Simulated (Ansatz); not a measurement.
**Computed against measured: atomisation enthalpy at 298 K**

6 molecules of light elements (H to F); the atomisation enthalpy at 298 K in kJ/mol, computed less measured. Shapes, held fixed at every level: PBE0-D4/def2-TZVP. Flexible molecules stand in one conformer, not always the lowest. Thermal terms are harmonic and unscaled (PBE0-D4/def2-TZVP); the spin-orbit lowering of the free atoms is taken from their spectra. Programs: Ansatz 0.2.0. Measured values: Active Thermochemical Tables, CRC Handbook of Chemistry and Physics.

Levels: A = HF/3-21G; B = BHLYP-D4/def2-TZVPP; C = MP2/def2-TZVPP; D = CCSD(T)/CBS estimate.

| molecule | from tabulated heats | A | B | C | D |
| --- | --- | --- | --- | --- | --- |
| CO (carbon monoxide) | 1077 | -513 | -88 | +23 | -5 |
| H3NO (hydroxylamine) | 1419 | -806 | -89 | -38 | +2 |
| C2H4 (ethylene) | 2253 | -645 | -54 | -40 | -5 |
| C2H4F2 (1,1-difluoroethane) | 2965 | -976 | -113 | -6 | 0 |
| C2H6 (ethane) | 2826 | -741 | -47 | -57 | -2 |
| C3H7N (cyclopropylamine) | 4072 | -1409 | -114 | -57 | -8 |

Which level does best on this set, which worst, and which err to one side?


```csv
level,kind,mean error,mean absolute error,worst case
HF/3-21G,Hartree–Fock,-848.3,848.3,C3H7N
BHLYP-D4/def2-TZVPP,global hybrid,-84.2,84.2,C3H7N
MP2/def2-TZVPP,perturbation theory,-29.2,36.8,C2H6
CCSD(T)/CBS estimate,coupled cluster or CI,-3.0,3.7,C3H7N
```

On this set CCSD(T)/CBS estimate has the smallest mean absolute error and HF/3-21G the largest. HF/3-21G is too low in 6 of 6; BHLYP-D4/def2-TZVPP is too low in 6 of 6; MP2/def2-TZVPP is too low in 5 of 6; CCSD(T)/CBS estimate is too low in 4 of 6. Heats of the atoms come from ATcT where it has them. The levels differ in basis as well as in method. For HF/3-21G the error tends to grow with the atomisation enthalpy. Hartree–Fock lacks correlation and underbinds. Correlated wave functions converge slowly with the basis. The CBS estimate extrapolates MP2 from def2-TZVPP and def2-QZVPP and adds CCSD(T) − MP2 in the triple-zeta set, cores frozen. The set is small.
